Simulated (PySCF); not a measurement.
Computed with PBE0-D4/def2-TZVP run with PySCF 2.14.0. Isolated molecules, 0 K electronic values unless said otherwise. 

Reference species (SMILES): `[CH2]C` (neutral, multiplicity 2).

```yaml
highest_occupied_spin_orbital: -5.93 eV
```

Changed species: `[NH2]` (radical fragment; the reference has radical fragment).

### Question
What does the change do to the highest occupied spin orbital?

### Answer
the highest occupied spin orbital decreases by 2.74 eV, to -8.67 eV.
